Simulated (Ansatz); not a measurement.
# LiMgH+ (doublet): wave-function methods side by side, cc-pVTZ

One table from this session's results is given with a row withheld; the runs are named, their logs left out.

Method: cc-pVTZ, core rule «outside noble gas», up to 6 orbitals frozen; program: Ansatz 0.2.0, Gaussian basis.

The runs, in order: UHF; CCSD(T) on ROHF; CCSD(T) on UHF; BCCD(T) on ROHF; CCSDT on ROHF; CCSDT on UHF; Full CI.

29 further runs of the same task are left out: 12 for a known fault of the program, 8 that didn't finish, 9 set aside as unsound or not needed. Runs told in other sessions of the task aren't counted.

**The geometry**

The geometry is a PBE0/def2-TZVP stationary point (not a proven minimum) of the parent state, kept for this charge and spin.

3 atoms, charge 1, spin multiplicity 2.

Atoms are counted from 1 here; the program's logs count them from 0.

Bond lengths: Mg2–H3 1.746 Å.

Geometry (Å):

```xyz
3
HLiMg
Li    0.0000    0.0000    2.4420
Mg    0.0000    0.0000   -0.3479
H     0.0000    0.0000   -2.0942
```

The first run:

The input, in.yaml:

```yaml
crystal:
  periodic: [false, false, false]
  atoms:
    - {symbol: Li, position_ang: [0.000000, 0.000000, 2.442033]}
    - {symbol: Mg, position_ang: [0.000000, 0.000000, -0.347867]}
    - {symbol: H, position_ang: [0.000000, 0.000000, -2.094167]}
basis:
  gaussian: {orbitals: cc-pVTZ}
total_charge: 1
magnetization: {spin_polarized: true, initial_magnetization: 1}
hamiltonian: {xc: hf}
output: {orbitals: {seedname: orbitals}}
```

Command:

```bash
$ ansatz run in.yaml --threads 1 --pin off --events-out ev --progress --plain --max-ram 2393MiB
```

Steps of the session up to this table: UHF; CCSD(T) on ROHF; CCSD(T) on UHF; BCCD(T) on ROHF; CCSDT on ROHF; CCSDT on UHF; Full CI.

One table of the session follows, with a row left open; its other results are not shown here.

It belongs to the step «Misses and costs». 

```
  method  from FCI (kcal/mol)
    ROHF               +27.05
     UHF               +26.09
    RMP2                    ?
    UMP2                +7.23
   RCCSD                +0.50
   UCCSD                +0.40
RCCSD(T)                +0.15
UCCSD(T)                +0.12
 BCCD(T)                +0.14
  RCCSDT                 0.00
  UCCSDT                -0.02
     FCI                    0
```

Estimate the missing values for RMP2.

The run gave: from FCI (kcal/mol): +7.46. In the column «from FCI (kcal/mol)» it lies between UMP2 (+7.23) and UHF (+26.09).

To keep in mind: Levels on UHF freeze UHF's core orbitals, full CI those of ROHF, so the U rows can settle a little off it for that reason alone. Restricted and unrestricted rows rest on different reference determinants; a gap between their highest levels can come from leftover correlation error, from unlike frozen cores or from another state.
